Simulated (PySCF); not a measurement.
PySCF input file for silicon monoxide cation (OSi), SMILES O=[Si] (connectivity only; charge and spin as stated), charge +1, multiplicity 2, B3LYP-D3(BJ)/def2-TZVPD. Geometry optimised at B3LYP-D3(BJ)/def2-TZVPD. The multiplicity is an assumed one; other spin states were not compared.

```python
import numpy as np
from pyscf import gto, scf, dft, df
from pyscf.hessian import thermo

mol = gto.M(
    atom='''
    Si    0.00000000    0.00000000   -0.55370658
    O     0.00000000    0.00000000    0.96898652
    ''',
    basis='def2-TZVPD',
    charge=1,
    spin=1,
    max_memory=1600,
    verbose=3,
)
mf = dft.UKS(mol, xc='b3lyp').density_fit(auxbasis='def2-universal-jkfit')
mf.disp = 'd3bj'
mf.grids.level = 3
mf.conv_tol = 1e-11
mf.max_cycle = 100
mf.kernel()
fine, coarse = mf.grids, dft.Grids(mol).set(level=1).build(with_non0tab=True)
for _ in range(3):  # follow internal instabilities
    mf.grids = coarse
    mo, _, stable, _ = mf.stability(return_status=True, nroots=4)
    mf.grids = fine
    if stable:
        break
    mf.kernel(mf.make_rdm1(mo, mf.mo_occ))

# [left out here: the lines that compute and print the analytic Hessian (its translational invariance restored by hand, since the grid's response is missing), thermochemistry and intensities]
```

Program output:

```

WARN: HOMO -0.317967795973878 >= LUMO -0.317967795973885

converged SCF energy = -364.367329211647  <S^2> = 0.75913987  2S+1 = 2.0091191
<class 'pyscf.df.df_jk.DFUKS'> wavefunction is stable in the internal stability analysis

WARN: DFTD3 does not support analytical Hessian, using finite difference


WARN: Mole.unit (angstrom) is changed to Bohr

Mode                                 0
Irrep
Freq [cm^-1]                     1142.3754
Reduced mass [au]                  18.9602
Force const [Dyne/A]               14.5784
Char temp [K]                    1643.6239
Normal mode                   x     y     z
       0  Si                 0.00  0.00 -0.11
       1   O                 0.00  0.00  0.20
temperature 298.1500 [K]
pressure 101325.00 [Pa]
Rotational constants [GHz] inf 21.38485 21.38485
Symmetry number 1
Zero-point energy (ZPE) 0.00260 [Eh]   6832.922 [J/mol]
                           tot       elec      trans        rot        vib
Entropy [J/mol/K]       217.418      5.763    155.965     55.471      0.219
Cv [J/mol/K]             21.814      0.000     12.472      8.314      1.028
Cp [J/mol/K]             30.128      0.000     20.786      8.314      1.028
Internal energy [J/mol]                      3718.434   2478.956   6888.288
Internal energy [Eh]   -364.36235  -364.36733
Enthalpy [J/mol]                             6197.391   2478.956   6888.288
Enthalpy [Eh]          -364.36140
Gibbs free energy [J/mol]                  -40303.529 -14059.712   6822.899
Gibbs free energy [Eh] -364.38609
mode   freq/cm-1   IR/(km/mol)
   1     1142.38         2.224
max |gradient| / (hartree/bohr): 1.785662042183731e-05
APT charges: [ 1.0878 -0.0878]
```

The calculation finished and met its thresholds.
